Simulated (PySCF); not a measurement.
# CF2: relaxation and vibrations of the singlet

The task is one start of a wider search on CF2: the singlet, from a linear start. It is relaxed, tested by its Hessian and followed downhill if it is a saddle.

Method: PBE, basis C def2-TZVP, F def2-TZVP, no relativity, density fitting; program: PySCF 2.14.0.

## (1) Where the work starts

3 atoms, charge 0, spin multiplicity 1.

Bond lengths: C1–F2 1.390 Å, C1–F3 1.390 Å. Angles: F2–C1–F3 180.0°.

Z-matrix (Å, degrees; charge 0 multiplicity 1):
```
C
F  1 1.3900
F  1 1.3900 2 180.00
```

## (2) Finding the electronic state

The steps below are one call of a driver around PySCF. For each, scf.py gives the equivalent set-up of the SCF; relaxations use the driver's own optimiser. After this first run the driver tries any further starts and a stability analysis.

scf.py reads:

```python
from pyscf import gto, scf, dft
mol = gto.M(atom='''
C      0.000000     0.000000     0.000000
F      0.000000     0.000000     1.390000
F      0.000000     0.000000    -1.390000''',
    basis={'C': 'def2-TZVP', 'F': 'def2-TZVP'},
    charge=0, spin=0)
mf = dft.RKS(mol, xc='PBE')
mf.grids.atom_grid = (50, 194)
aux = {'C': 'def2-universal-JKFIT', 'F': 'def2-universal-JKFIT'}
mf = mf.density_fit(auxbasis=aux)
mf.conv_tol = 1e-08
mf.diis_space = 10
mf.max_cycle = 60
mf.init_guess = 'minao'
mf.verbose = 4
mf.kernel()
```

Started as:

```
$ OMP_NUM_THREADS=2 python axn.py task.json out
```

Log:

```text
init E= -237.699019926573
  HOMO = -0.164903166580991  LUMO = -0.109915354998538  gap/eV = 1.49629
cycle= 1 E= -237.247525869756  delta_E= 0.451  |g|= 0.856  |ddm|= 2.43
cycle= 2 E= -235.200925618872  delta_E= 2.05  |g|= 3.38  |ddm|= 3.22
  HOMO = -0.181088599647669  LUMO = -0.169369198190591  gap/eV = 0.31890
cycle= 3 E= -237.374636847048  delta_E= -2.17  |g|= 0.351  |ddm|= 2.98
  HOMO = -0.196971447118678  LUMO = -0.183893341937368  gap/eV = 0.35587
cycle= 4 E= -237.392877579728  delta_E= -0.0182  |g|= 0.063  |ddm|= 0.209
  HOMO = -0.18622546648359  LUMO = -0.170406844541415  gap/eV = 0.43045
cycle= 5 E= -237.393885307691  delta_E= -0.00101  |g|= 0.0121  |ddm|= 0.117
  HOMO = -0.188025857424413  LUMO = -0.171956027666042  gap/eV = 0.43728
cycle= 6 E= -237.393904308074  delta_E= -1.9e-05  |g|= 0.00333  |ddm|= 0.0196
  HOMO = -0.187831524990299  LUMO = -0.171714486634511  gap/eV = 0.43857
cycle= 7 E= -237.393906352739  delta_E= -2.04e-06  |g|= 0.000423  |ddm|= 0.00226
  HOMO = -0.187818391901677  LUMO = -0.171686221063046  gap/eV = 0.43898
cycle= 8 E= -237.39390638799  delta_E= -3.53e-08  |g|= 3.09e-05  |ddm|= 0.000239
  HOMO = -0.18781783519301  LUMO = -0.171686564781656  gap/eV = 0.43895
cycle= 9 E= -237.393906388175  delta_E= -1.85e-10  |g|= 4.49e-07  |ddm|= 1.4e-05
  HOMO = -0.187818030226916  LUMO = -0.171686760517124  gap/eV = 0.43895
Extra cycle  E= -237.393906388176  delta_E= -6.82e-13  |g|= 5.43e-07  |ddm|= 2.05e-06
converged SCF energy = -237.393906388176
```

This step, with its further starts and checks, took 6.9 s on 2 threads of Intel Xeon at 2.80GHz (Skylake/Cascade Lake), shared host.

The starts that the driver tried:

```
                      start  energy (Eh)
    the minimal-basis guess  -237.393906
a thermally smeared density  -237.393906
      a smeared PBE density  -237.393906
```

No lower closed-shell solution turned up from the other starts or in the test of internal stability.

## (3) Linear start, singlet: relaxation

The program finds D∞h symmetry in the start, which this walk keeps. Threshold on the gradient: 0.0003 Eh/bohr, with a further test on the energy change.

Edit scf.py of step 2 so:

```diff
@@ -15 +14,0 @@
-mf.init_guess = 'minao'
```

Steps of the walk:

```
step  energy (Eh)  change (kJ/mol)  largest symmetric gradient (Eh/bohr)
   0  -237.393906             0.00                               0.07429
   1  -237.413092           -50.37                               0.00420
   2  -237.413170           -50.58                               0.00087
   3  -237.413174           -50.59                               0.00001
```

The walk took 3.3 s.

Geometry (Å) and forces (eV/Å) at some steps:

```
step 0
C    0.000   0.000   0.000   0.000   0.000   0.000
F    0.000   0.000   1.390   0.000   0.000   3.820
F    0.000   0.000  -1.390   0.000   0.000  -3.820
step 1
C    0.000   0.000   0.000  -0.002   0.000   0.000
F    0.000   0.000   1.527   0.001   0.000   0.216
F    0.000   0.000  -1.527   0.001   0.000  -0.216
step 2
C    0.000   0.000   0.000   0.000   0.000  -0.001
F    0.000   0.000   1.535   0.000   0.000   0.045
F    0.000   0.000  -1.535   0.000   0.000  -0.044
step 3
C    0.000   0.000   0.000   0.002   0.000   0.000
F    0.000   0.000   1.537  -0.001   0.000   0.001
F    0.000   0.000  -1.537  -0.001   0.000  -0.001
```

After 3 steps and 50.6 kJ/mol it ends at D∞h: C–F 1.537 Å (×2); F–C–F 180.0°.

## (4) Frequencies

On the finer grid the gradient is checked again; gradients at displacements of ±0.02 bohr then give force constants and infrared intensities.

Edit scf.py of step 3 so:

```diff
@@ -3,3 +3,3 @@
-C      0.000000     0.000000     0.000000
-F      0.000000     0.000000     1.390000
-F      0.000000     0.000000    -1.390000''',
+C     -0.000000     0.000000     0.000000
+F     -0.000000     0.000000     1.537418
+F      0.000000     0.000000    -1.537418''',
@@ -9 +9 @@
-mf.grids.atom_grid = (50, 194)
+mf.grids.atom_grid = (75, 302)
@@ -12 +12 @@
-mf.conv_tol = 1e-08
+mf.conv_tol = 1e-10
```

This SCF starts from the last density.

SCF at the final geometry:

```text
init E= -237.413150506488
  HOMO = -0.244926331189369  LUMO = -0.204770648214617  gap/eV = 1.09269
cycle= 1 E= -237.413150506119  delta_E= 3.69e-10  |g|= 4.55e-05  |ddm|= 2.5e-05
  HOMO = -0.244922991106343  LUMO = -0.204775097491286  gap/eV = 1.09248
cycle= 2 E= -237.413150499342  delta_E= 6.78e-09  |g|= 0.000196  |ddm|= 0.000105
  HOMO = -0.244925624019587  LUMO = -0.204771696657449  gap/eV = 1.09264
cycle= 3 E= -237.413150506456  delta_E= -7.11e-09  |g|= 1.71e-05  |ddm|= 8.62e-05
  HOMO = -0.244925714558608  LUMO = -0.204771563348209  gap/eV = 1.09265
cycle= 4 E= -237.41315050651  delta_E= -5.46e-11  |g|= 3.98e-07  |ddm|= 8.25e-06
  HOMO = -0.244925693468627  LUMO = -0.204771520315528  gap/eV = 1.09265
Extra cycle  E= -237.413150506509  delta_E= 1.31e-12  |g|= 1.37e-06  |ddm|= 4.2e-06
converged SCF energy = -237.413150506509
```

The whole step took 9.6 s.

Geometry: D∞h; C–F 1.537 Å (×2); F–C–F 180.0°.

Harmonic modes (main isotopes):

```csv
symmetry,ω (cm⁻¹),IR (km/mol)
πu,801i,31.4
σu+,451i,1118
σg+,540,0.0
```

With 3 modes imaginary (up to 801i cm⁻¹) this point is a saddle.

Properties at this point:

| Property | Result |
| --- | --- |
| Dipole moment | 0.00 D |
| Highest occupied level | -6.66 eV |
| Lowest empty level | -5.57 eV |
| Rotational constants | 0.1877 cm⁻¹ |
| Zero-point energy (real modes) | 3.2 kJ/mol |
| Principal polarisabilities | 14.0, 14.0, 35.8 bohr³ |
| Atomisation energy without zero-point energy | 732 kJ/mol |
| Principal traceless quadrupole moments about the centre of mass | -4.32, 2.16, 2.16 D Å |

Populations by atom (charges in e):

```
atom  Mulliken  Löwdin  polar tensor  Mayer order to C1
  C1      0.21   -0.03          0.82                  –
F2,3     -0.10    0.01         -0.41               1.11
```

Mulliken populations on C1: s 4.16, p 1.47, d 0.15, f 0.01.

## (5) Following the imaginary mode

The atoms are moved a little along the softest imaginary mode and relaxed again.

The program finds C2v symmetry in the start, which this walk keeps. The walk stops when the largest gradient is under 0.0003 Eh/bohr and the energy has settled too.

Edit scf.py of step 4 so:

```diff
@@ -3,3 +3,3 @@
-C     -0.000000     0.000000     0.000000
-F     -0.000000     0.000000     1.537418
-F      0.000000     0.000000    -1.537418''',
+C     -0.044400    -0.111484    -0.000000
+F      0.014022     0.035208     1.537418
+F      0.014022     0.035208    -1.537418''',
@@ -9 +9 @@
-mf.grids.atom_grid = (75, 302)
+mf.grids.atom_grid = (50, 194)
@@ -12 +12 @@
-mf.conv_tol = 1e-10
+mf.conv_tol = 1e-08
```

The optimiser's trace:

```
step  energy (Eh)  change (kJ/mol)  largest symmetric gradient (Eh/bohr)
   0  -237.421927             0.00                               0.04870
   1  -237.464338          -111.35                               0.06541
   2  -237.513961          -241.64                               0.08570
   3  -237.573935          -399.10                               0.03379
   4  -237.575771          -403.92                               0.00388
   5  -237.575783          -403.95                               0.00160
   6  -237.575792          -403.97                               0.00075
   7  -237.575794          -403.98                               0.00020
```

The walk took 8.6 s.

It settles in C2v symmetry, 404.0 kJ/mol below the start, after 7 steps: C–F 1.318 Å (×2); F–C–F 104.6°.

## (6) Hessian and properties

The same treatment as at the point before.

Edit scf.py of step 5 so:

```diff
@@ -3,3 +3,3 @@
-C     -0.044400    -0.111484    -0.000000
-F      0.014022     0.035208     1.537418
-F      0.014022     0.035208    -1.537418''',
+C     -0.226877    -0.569664    -0.000000
+F      0.071679     0.179977     1.042834
+F      0.071679     0.179977    -1.042834''',
@@ -9 +9 @@
-mf.grids.atom_grid = (50, 194)
+mf.grids.atom_grid = (75, 302)
@@ -12 +12 @@
-mf.conv_tol = 1e-08
+mf.conv_tol = 1e-10
```

Log of the central SCF (cycles and frontier levels):

```text
init E= -237.575817474057
  HOMO = -0.267683061502556  LUMO = -0.13573855188806  gap/eV = 3.59039
cycle= 1 E= -237.575817473359  delta_E= 6.98e-10  |g|= 7.16e-05  |ddm|= 4.18e-05
  HOMO = -0.267682768463111  LUMO = -0.135738281208695  gap/eV = 3.59039
cycle= 2 E= -237.575817468289  delta_E= 5.07e-09  |g|= 0.000193  |ddm|= 0.000113
  HOMO = -0.267682896670987  LUMO = -0.13573840232003  gap/eV = 3.59039
cycle= 3 E= -237.575817474167  delta_E= -5.88e-09  |g|= 4.73e-07  |ddm|= 8.22e-05
  HOMO = -0.267682931129102  LUMO = -0.135738434587925  gap/eV = 3.59039
cycle= 4 E= -237.575817474168  delta_E= -6.25e-13  |g|= 1.04e-07  |ddm|= 2.89e-07
  HOMO = -0.267682947212013  LUMO = -0.135738448843544  gap/eV = 3.59039
Extra cycle  E= -237.575817474167  delta_E= 1.14e-12  |g|= 1.85e-07  |ddm|= 1.19e-07
converged SCF energy = -237.575817474167
```

The whole step took 15 s on 2 threads of Intel Xeon at 2.80GHz (Skylake/Cascade Lake), shared host.

Geometry: C2v; C–F 1.319 Å (×2); F–C–F 104.5°.

Harmonic modes (main isotopes):

```csv
symmetry,ω (cm⁻¹),IR (km/mol)
a1,640,1.8
b2,1056,343
a1,1171,105
```

No imaginary mode, so this is a minimum.

Constants and moments:

```
Dipole moment                                                   : 0.71 D
Highest occupied level                                          : -7.28 eV
Lowest empty level                                              : -3.69 eV
Rotational constants                                            : 2.839, 0.408, 0.3567 cm⁻¹
Zero-point energy                                               : 17.2 kJ/mol
Principal polarisabilities                                      : 13.2, 14.4, 18.7 bohr³
Atomisation energy without zero-point energy                    : 1159 kJ/mol
Principal traceless quadrupole moments about the centre of mass : -2.10, 0.14, 1.96 D Å
Entropy at 298.15 K and 1 bar                                   : 241.4 J/(mol K)
Heat capacity Cp at 298.15 K                                    : 39.5 J/(mol K)
Enthalpy at 298.15 K above 0 K                                  : 10.41 kJ/mol
Rotational symmetry number                                      : 2
```

Populations by atom (charges in e):

| atom | Mulliken | Löwdin | polar tensor | Mayer order to C1 |
| --- | --- | --- | --- | --- |
| C1 | 0.07 | -0.47 | 0.81 | – |
| F2,3 | -0.04 | 0.24 | -0.41 | 1.19 |

Mulliken populations on C1: s 3.90, p 1.83, d 0.17, f 0.02.

## (7) Stability of the closed shell

At the lowest minimum the closed shell is tested against spin polarisation, on the (50, 194) grid. It is stable.

## (8) The points found, side by side

| spin | group | bonds | imaginary modes (cm⁻¹) | ΔE (kJ/mol) | with zero-point energy |
| --- | --- | --- | --- | --- | --- |
| singlet | C2v | C–F 1.319 Å (×2) | none | 0.0 | 0.0 |
| singlet | D∞h | C–F 1.537 Å (×2) | 801i, 801i, 451i | 427.1 | – |

## (9) What came out

| quantity | value |
| --- | --- |
| minimum | singlet, C2v |
| geometry | C–F 1.319 Å (×2); F–C–F 104.5° |
| wavenumbers (cm⁻¹) | 640 (a1), 1056 (b2), 1171 (a1) |
| dipole moment | 0.71 D |
| highest occupied, lowest empty level | -7.28, -3.69 eV |
| polar-tensor charge of C1 | +0.81 e |
| zero-point energy | 17.2 kJ/mol |
| entropy at 298.15 K | 241.4 J/(mol K) |
| atomisation energy (no zero-point energy) | 1159 kJ/mol |

**Reading.** The linear start (D∞h) ends in a minimum of C2v symmetry, after a stop at a higher-order saddle point 427.1 kJ/mol higher, from which it was pushed off along an imaginary mode. The strongest infrared band lies at 1056 cm⁻¹ (b2). Only this shape and spin were tried, so other structures or states may lie lower.

The search up to here took 44 s.
